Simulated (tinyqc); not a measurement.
The basis set: RHF and MP2 along a ladder of basis sets, for HF, spin multiplicity 1. Computed by the program tinyqc with PySCF. Same geometry throughout; the dipole is taken about the origin.

Geometry (angstrom):
```
atom,x,y,z
F,0.0000,0.0000,0.0000
H,0.0000,0.0000,0.8320
```

RHF and frozen-core MP2 in a ladder of bases:
```
basis,functions,E(RHF) (hartree),E(MP2 corr) (hartree),HOMO (eV),LUMO (eV),dipole (debye)
sto-3g,6,-98.54743,-0.01388,-12.740,19.657,1.374
3-21g,11,-99.44498,-0.11704,-16.497,8.102,2.065
6-31g,11,-99.97253,-0.12304,-17.387,6.319,2.175
6-31g**,19,-100.00305,-0.17784,-17.304,6.611,1.828
cc-pvdz,19,-100.01237,-0.19788,-17.361,5.445,1.780
aug-cc-pvdz,32,-100.02667,-0.21731,-17.955,1.032,1.770
cc-pvtz,44,-100.05181,-0.26762,-17.756,4.220,1.781
```

What does the comparison show, and why?

From cc-pVDZ to cc-pVTZ the RHF energy falls by 39.4 mhartree and the correlation energy by 69.7. If valence correlation converges as X^-3, (27 E(T) - 8 E(D))/19 gives -0.2970 hartree, a rough estimate from such small X that usually falls short; STO-3G holds about 5 % of it. Beyond STO-3G the LUMO moves by 7.1 eV and the HOMO by 1.5 eV; diffuse functions lower the positive LUMO sharply, since an unbound virtual level tracks the most diffuse function.
